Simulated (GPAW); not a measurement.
**CH5AlF− (SMILES [CH3][AlH2-][F]): LDA (PW92)/plane waves (scalar-relativistic datasets, plane-wave cutoff 340 eV)**

Aim: a geometry optimisation of CH5AlF−. 

The calculation is run with GPAW 26.7.0.

2 further runs of the same task are left out: 2 set aside as unsound or not needed.

**1. The structure to begin with**

CH5AlF−: 8 atoms, total charge -1, spin state singlet. SMILES: `[CH3][AlH2-][F]`. The shape comes from GFN2-xTB, which is rough for such elements, and wasn't checked as a minimum. The run starts from this shape.

Bond lengths: C1–Al2 2.053 Å, Al2–F3 1.699 Å, C1–H4 1.100 Å, C1–H5 1.100 Å, C1–H6 1.099 Å, Al2–H7 1.608 Å, Al2–H8 1.608 Å. Some angles: C1–Al2–F3 110.9°, C1–Al2–H7 109.8°, C1–Al2–H8 109.6°, F3–Al2–H7 107.8°, F3–Al2–H8 107.8°, Al2–C1–H4 114.6°, Al2–C1–H5 114.4°, Al2–C1–H6 111.6°, H7–Al2–H8 110.9°, H4–C1–H5 105.2°.

**2. A geometry optimisation at LDA (PW92)/plane waves (scalar-relativistic datasets, plane-wave cutoff 340 eV)**

Contents of gs.sdf:

```

     RDKit          3D

  8  7  0  0  0  0  0  0  0  0999 V2000
   -0.5750    0.8627   -0.2767 C   0  0  0  0  0  0  0  0  0  0  0  0
    0.5200   -0.7957    0.2369 Al  0  0  0  0  0  4  0  0  0  0  0  0
    1.3501   -0.5443    1.6977 F   0  0  0  0  0  0  0  0  0  0  0  0
    0.0171    1.7804   -0.4060 H   0  0  0  0  0  0  0  0  0  0  0  0
   -1.3632    1.1274    0.4434 H   0  0  0  0  0  0  0  0  0  0  0  0
   -1.0970    0.7215   -1.2331 H   0  0  0  0  0  0  0  0  0  0  0  0
    1.6122   -1.1009   -0.9032 H   0  0  0  0  0  0  0  0  0  0  0  0
   -0.4643   -2.0511    0.4410 H   0  0  0  0  0  0  0  0  0  0  0  0
  2  1  1  0
  3  2  1  0
  4  1  1  0
  5  1  1  0
  6  1  1  0
  7  2  1  0
  8  2  1  0
M  CHG  1   2  -1
M  END
$$$$
```

Contents of calc.py:

```python
from ase.io import read, write
from ase.optimize.sciopt import SciPyFminCG
from gpaw import GPAW, PW

mol = read('gs.sdf')
mol.set_cell([14.0, 14.0, 14.0])
mol.center()

dft = GPAW(mode=PW(340), xc='LDA', charge=-1, maxiter=100, txt='-')
mol.calc = dft

opt = SciPyFminCG(mol, trajectory='gs.traj')
converged = opt.run(fmax=0.03, steps=100)
print('Converged:', converged)
print(f'Final energy            {mol.get_potential_energy():.5f} eV')
print(f'r(Al1-C0): {mol.get_distance(1, 0):.4f} Ang')
print(f'r(H4-C0)                {mol.get_distance(4, 0):.4f} Ang')
write('relaxed.xyz', mol)
```

On the command line:

```console
$ python3 -u calc.py | tee calc.out
```

The log of the run:

```text
[...]
  mode=PW(ecut=340.0),
[...]
Number of symmetries: 1
[...]
  Number of IBZ points: 1
[...]
Cutoff: 340.0 eV
Spin-components: 1 (collinear spins)
Bands:           16
[...]
  Valence electrons: 19.0
[...]
  Grid points: [60 60 60]
  Charge: -1.0  # |e|
[...]
    cutoffs:
[...]
occupation numbers:
  # Zero width
[...]
xc functional:
  name: None
[...]
|iter     |     time |      energy | eigst |  dens |
[...]
|iter:   1| 00:00:06 |  -36.731457 | +0.16 |       |
[...]
Converged in 11 steps
[...]
dipole moment: (-7.442819, -6.412752, -7.129763)  # |e|*Ang
Fermi level: 0.484
[...]
Converged in 8 steps
[...]
Converged in 6 steps
[...]
Converged in 4 steps
[...]
Converged in 6 steps
[...]
|iter:   5| 00:08:40 |  -34.817611c| -7.67c| -4.15c|
Converged in 5 steps
[...]
Energy contributions relative to reference atoms: (reference = -10356.827429)
Energy contributions:
  Kinetic:          18.397817
  Coulomb:         -15.176702
  Zero:              0.152220
  External:          0.000000
  Xc:              -38.190946
  Entropy:           0.000000
  Spinorbit:         0.000000
  ----------------------------
  Free energy:     -34.817611
  Extrapolated:    -34.817611
dipole moment: (-7.411813, -6.337663, -7.051654)  # |e|*Ang
Fermi level: 0.490
Eigenvalues  # (at kpt = [0.000, 0.000, 0.000])
| band index |      eig [eV] | occ [0-2] |
|------------|---------------|-----------|
|          0 |       -22.547 |     2.000 |
|        ... |               |           |
|          2 |        -5.205 |     2.000 |
|          3 |        -4.514 |     2.000 |
|          4 |        -4.489 |     2.000 |
|          5 |        -3.554 |     2.000 |
|          6 |        -3.537 |     2.000 |
|          7 |        -3.075 |     2.000 |
|          8 |        -1.054 |     2.000 |
|          9 |        -0.920 |     2.000 |
|         10 |         1.899 |     0.000 |
|         11 |         2.676 |     0.000 |
[...]
Gap: 2.820 eV
Transition (v -> c):
[...]
Forces  # eV/Ang
|        x |        y |        z |
|----------|----------|----------|
|  0.00092 |  0.00740 |  0.00665 |  # C    0
| -0.01138 | -0.00373 | -0.02528 |  # Al   1
|  0.00434 | -0.00244 |  0.01179 |  # F    2
| -0.00364 | -0.00014 | -0.00129 |  # H    3
|  0.00269 | -0.00810 |  0.00171 |  # H    4
| -0.00493 |  0.00584 | -0.00328 |  # H    5
|  0.00239 | -0.01052 | -0.00043 |  # H    6
|  0.01677 | -0.01025 |  0.00643 |  # H    7
Force computation time: 2.408  # s
SciPyFminCG:   18 hh:mm:ss      -34.817611        0.027973
Converged: True
Final energy            -34.81761 eV
r(Al1-C0): 1.9915 Ang
r(H4-C0)                1.1143 Ang
```

Wall time 8.7 min (1 thread of Intel Xeon Platinum 8259CL at 2.50GHz (Skylake/Cascade Lake), shared host); peak memory 0.48 GiB.

Steps, from the record of the run:

```tsv
step	energy from the first frame kept (eV)	largest force (eV/Å)
0	0.0000	1.0115
1	-0.0426	0.4625
2	-0.0651	0.3461
3	-0.0746	0.4809
4	-0.0799	0.1605
5	-0.0863	0.1593
6	-0.0895	0.2547
7	-0.0935	0.3714
8	-0.0975	0.1843
9	-0.0999	0.2438
10	-0.1041	0.1721
11	-0.1055	0.0952
12	-0.1061	0.0962
13	-0.1066	0.1206
14	-0.1071	0.0668
15	-0.1074	0.1068
16	-0.1075	0.0766
17	-0.1077	0.0389
18	-0.1078	0.0280
```

After the run. Bond lengths: C1–Al2 1.992 Å, Al2–F3 1.723 Å, C1–H4 1.115 Å, C1–H5 1.114 Å, C1–H6 1.115 Å, Al2–H7 1.653 Å, Al2–H8 1.654 Å. Some angles: C1–Al2–F3 108.9°, C1–Al2–H7 110.3°, C1–Al2–H8 110.1°, F3–Al2–H7 108.1°, F3–Al2–H8 108.6°, Al2–C1–H4 112.2°, Al2–C1–H5 112.8°, Al2–C1–H6 110.2°, H7–Al2–H8 110.8°, H4–C1–H5 107.3°.

**3. Results**

At LDA (PW92)/plane waves (scalar-relativistic datasets, plane-wave cutoff 340 eV):

| quantity | value |
| --- | --- |
| energy as printed (from the program's reference atoms) | -34.8176 eV |

At the final geometry: Bond lengths: C1–Al2 1.992 Å, Al2–F3 1.723 Å, C1–H4 1.115 Å, C1–H5 1.114 Å, C1–H6 1.115 Å, Al2–H7 1.653 Å, Al2–H8 1.654 Å. Some angles: C1–Al2–F3 108.9°, C1–Al2–H7 110.3°, C1–Al2–H8 110.1°, F3–Al2–H7 108.1°, F3–Al2–H8 108.6°, Al2–C1–H4 112.2°, Al2–C1–H5 112.8°, Al2–C1–H6 110.2°, H7–Al2–H8 110.8°, H4–C1–H5 107.3°. The optimisation took 18 steps and changed the energy by -0.108 eV.
